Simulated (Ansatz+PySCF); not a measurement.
**singlet C2H2: levels of theory in one basis**

```xyz
4

C     0.0000    0.0000   -0.6043
C     0.0000    0.0000    3.0213
H     0.0000    0.0000   -1.6792
H     0.0000    0.0000    4.0963
```

Basis set: cc-pVDZ (spherical functions). Correlated methods keep 2 orbitals frozen. Charge 0, multiplicity 1.

Computed with Ansatz (development build ahead of 0.2.0); each method stands on the lowest determinant of its kind that the runs found. NEVPT2 correlates all electrons. Active spaces start from the frontier orbitals, and the lowest solution found is given.

| method | E − E(RHF) (eV) | <S²> of the determinant |
| --- | --- | --- |
| RHF | 0.00 | 0.00 |
| UHF | -6.08 | 3.00 |
| RHF-MP2 | -8.93 | – |
| RHF-CCSD | -10.35 | – |
| RHF-CCSD(T) | -11.63 | – |
| RHF-CCSDT(Q) | -11.27 | – |
| CASSCF(6,6) | -6.42 | – |
| SC-NEVPT2(6,6) | -10.21 | – |
| SC-NEVPT2(2,2) | -9.87 | – |

**Question.** What does CASSCF(2,2) give on the same scale?

**Answer.** -5.22 eV.

**Question.** Is a single determinant a sound starting point here?

**Answer.** It is doubtful. Unrestricted orbitals lower Hartree–Fock by 6.08 eV and <S²> is 3.00 where a pure state has 0.00, a sign of strong static correlation. The CASSCF(6,6) natural occupations are 1.94, 1.93, 1.00, 1.00, 0.07, 0.07. The CASSCF(2,2) natural occupations are 1.00, 1.00.

Caution for RHF, RHF-MP2, RHF-CCSD, RHF-CCSD(T), RHF-CCSDT(Q): an unrestricted determinant lies well below. Caution for UHF: the unrestricted determinant is a mixture of spin states; the determinant breaks the point group. Caution for RHF-MP2, RHF-CCSD, RHF-CCSDT(Q): large amplitudes, a single reference is doubtful. Caution for RHF-CCSD(T): very large amplitudes, the method is breaking down. Caution for RHF-CCSD(T), RHF-CCSDT(Q): the amplitudes may be one of several solutions. Caution for CASSCF(6,6): other starts end on other solutions of this active space.
